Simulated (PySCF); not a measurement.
Gas-phase reaction: AlH3 + 3 Al2O → 3 AlOH + 4 Al

Energies from PySCF (xtb for GFN2), thermal terms from the rigid-rotor harmonic-oscillator model, ideal gas at 1 bar. † marks an energy on the PBE0/def2-TZVP geometry and frequencies; other levels use their own. MP2 and CCSD(T) freeze the core. Open shells (unrestricted): Al (multiplicity 2); the rest are closed-shell singlets. GFN2 has no spin-polarisation term. Spin-orbit splitting is ignored; it lowers the true energy and changes the entropy of Al. AlH3: computed as isolated molecules; such fragments, hydroxides, amides, oligomers or adducts are transient or little studied in the gas. MP2 isn't extrapolated to the basis-set limit. CCSD(T) isn't extrapolated to the basis-set limit. Warning, large T1 diagnostic: Al2O (CCSD(T)/def2-SVP†).

```csv
level,"ΔH°(298 K), kJ"
CCSD(T)/def2-SVP†,1075
GFN2-xTB,?
MP2/def2-SVP†,1100
PBE/def2-SVP,?
PBE/def2-TZVP†,1050
PBE0/def2-QZVP†,?
PBE0/def2-TZVP,1048
r2SCAN/def2-TZVP†,1090
LDA/def2-TZVP†,1145
ωB97X-V/def2-TZVP†,?
```

### Question
Fill in the missing entries.

### Answer

- GFN2-xTB, ΔH°(298 K), kJ: 1795
- PBE/def2-SVP, ΔH°(298 K), kJ: 1066
- PBE0/def2-QZVP†, ΔH°(298 K), kJ: 1037
- ωB97X-V/def2-TZVP†, ΔH°(298 K), kJ: 1122
